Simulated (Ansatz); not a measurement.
MgSiP2 (I-42d, No. 122, 8 atoms in the cell) was calculated with rVV10 in Ansatz (plane waves, PAW).

Run with plane-wave cutoff 520 eV, 8×8×8 k mesh, Fermi–Dirac smearing 0.01 eV, scalar-relativistic PAW data made under PBE.

A third-order Birch–Murnaghan fit to the energies gives V0 = 21.302 Å³/atom, B0 = 71.4 GPa, B′ = 4.0.

```tsv
V (Å³/atom)	P (GPa)
20.451	3.15
20.877	___
21.303	0.00
21.729	___
22.155	___
```

Task: Estimate the withheld pressures from this fit; the answers are the runs' own values.

Result: 
- 20.877, P (GPa): 1.50
- 21.729, P (GPa): -1.37
- 22.155, P (GPa): -2.59

The formula P = (3/2) B0 (x^(7/3) − x^(5/3)) [1 + (3/4)(B′ − 4)(x^(2/3) − 1)] with x = V0/V meets the computed pressures within 0.01 GPa when these rounded values are put in.

Shape and atoms are relaxed at each volume.

Note: the relaxation could not lower the start's symmetry, so the cell can be a saddle point above a distorted one; the bulk modulus comes from volumes at which shape and atoms were relaxed.

Computed values are for the static lattice.

Ansatz is a program for electronic structure.
